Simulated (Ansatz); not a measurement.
# Worked example: correlation energy of HSi–CH2, quartet

Geometry: that of the HSi–CH2, doublet, kept fixed. The doublet lies 2.6 eV lower here.

```xyz
5

Si    0.0000   -0.0890    0.5568
C     0.0000    0.0881   -1.1386
H     0.0000    1.0983    1.4676
H     0.0000    1.0786   -1.5870
H     0.0000   -0.7467   -1.8283
```

Basis cc-pVTZ; Ansatz 0.2.0. Only valence electrons are correlated (noble-gas cores frozen), which leaves 11 electrons in 100 orbitals. R marks a restricted (for open shells ROHF) determinant, U an unrestricted one.

Full CI isn't at hand for all of this; UCCSDT(Q) serves as the reference, and is uncertain by about the last step of the cluster series.

Runs differ by some tens of microhartree through their thresholds and, for an open shell, their frozen cores, so steps under 0.03 kcal/mol mean nothing.

```tsv
level	total energy (hartree)
UHF	-328.420903
UMP2	-328.642708
UCCSD	-328.675405
UCCSD(T)	-328.683945
UCCSDT	-328.685039
UCCSDT(Q)	-328.685343
```

Question: What is the correlation energy at UCCSDT(Q), and what share of it do UMP2 and UCCSDT recover?

Answer: E(corr) = -328.685343 − (-328.420903) = -0.264440 hartree = -7.196 eV. UMP2: -0.221805 / -0.264440 = 83.88 %. UCCSDT: -0.264136 / -0.264440 = 99.89 %.

Question: By how many kcal/mol does UCCSD(T) miss UCCSDT(Q) (1 hartree = 627.509 kcal/mol), and which steps make up the rest?

Answer: -328.683945 − (-328.685343) = 0.001398 hartree = 0.88 kcal/mol. Steps: UCCSDT − UCCSD(T) = -0.69, UCCSDT(Q) − UCCSDT = -0.19 kcal/mol. Differences between like states or geometries often cancel part of this.
